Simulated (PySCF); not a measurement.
## TDDFT excited states: C5H12O

i-PrOEt, C5H12O.
SMILES: `CCOC(C)C`

Level of theory: TDDFT CAM-B3LYP/def2-SVPD, vertical, gas phase, core orbitals frozen in the response (PySCF). One conformer (not necessarily the lowest) at the GFN2-xTB geometry, without solvent, vibrations or thermal averaging. Torsions of this conformer, `[CH3:1][CH2:2][O:3][CH:4]([CH3:5])[CH3:6]`: C1–C2–O3–C4 -168°, C2–O3–C4–C5 -72°.

Problem. List the vertical singlet excitations with oscillator strengths and describe the spectrum.

Solution. 

```
state  E (eV)  λ (nm)  ν̃ (cm⁻¹)       f  main configurations (H = HOMO, L = LUMO)
   S1    7.22   171.8      58200   0.014                                 H→L (90%)
   S2    7.99   155.2      64450   0.010     H→L+1 (64%), H→L+3 (17%), H→L+2 (10%)
   S3    8.03   154.4      64770   0.029     H→L+3 (51%), H→L+1 (26%), H→L+2 (13%)
   S4    8.15   152.1      65750   0.018                  H→L+2 (67%), H→L+3 (21%)
   S5    8.75   141.6      70610   0.010                               H-1→L (88%)
   S6    8.98   138.1      72400  0.0041     H→L+5 (33%), H→L+4 (22%), H→L+8 (16%)
   S7    9.14   135.7      73710   0.055                  H→L+4 (55%), H→L+5 (21%)
   S8    9.24   134.2      74520   0.049                H-1→L+1 (37%), H-2→L (22%)
```

Triplets, Tamm–Dancoff:

```csv
state,E (eV),λ (nm),"main configurations (H = HOMO, L = LUMO)"
T1,7.07,175.4,H→L (86%)
T2,7.83,158.3,"H→L+1 (34%), H→L+3 (32%), H→L+2 (15%)"
T3,7.92,156.5,"H→L+1 (48%), H→L+3 (33%)"
```

The lowest singlet comes at 172 nm (696 kJ/mol) in the vacuum ultraviolet; it is weak; its leading configuration is HOMO→LUMO (90%). The strongest level in the table is S7 at 9.14 eV (136 nm, f = 0.055). Löwdin shares by element: HOMO oxygen 56%, carbon 26% or more (atoms not listed hold the other 17%); LUMO carbon 43% or more (atoms not listed hold the other 57%). The oscillator strengths of these states sum to 0.190; summed over the whole spectrum of an exact calculation they would give the number of electrons, 50 (Thomas–Reiche–Kuhn). Orbital energies (eV): HOMO-3 -11.23, HOMO-2 -10.93, HOMO-1 -10.18, HOMO -8.75, LUMO 1.42, LUMO+1 1.85, LUMO+2 2.14. Weighted by f, the mean energy of these states is 8.67 eV. Only the lowest 8 singlets were computed, as vertical energies without vibronic structure.

The run took 35 s wall on an x86-64 server with one thread (shared host).
